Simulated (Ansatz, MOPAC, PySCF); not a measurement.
Ligands exchanged one at a time, Si H-Cl. Gas-phase values, no solvent. Strings in code marks are SMILES.

Quantity: vertical ionisation energy (energy after one electron is removed minus that of the parent at the parent's geometry), in eV.

Level 1: frozen-core MP2/cc-pVQZ // r2SCAN-D4/def2-TZVP (Ansatz, a program for electronic structure)
Level 2: B3LYP/6-31G* // r2SCAN-D4/def2-TZVP (PySCF)
Level 3: minus the HOMO energy of PM3 // r2SCAN-D4/def2-TZVP (MOPAC)
Level 4: minus the HOMO energy of PM7 // r2SCAN-D4/def2-TZVP (MOPAC)

```json
[
 {"species": "`[SiH4]`", "level 2": "12.66", "level 3": "11.79", "level 4": "12.46"},
 {"species": "`[SiH3]Cl`", "level 2": "11.43", "level 3": "10.23", "level 4": "11.54"}
]
```

**Question.** What does level 1 give for each?

**Answer.** 
- `[SiH4]`: 12.86
- `[SiH3]Cl`: 12.09
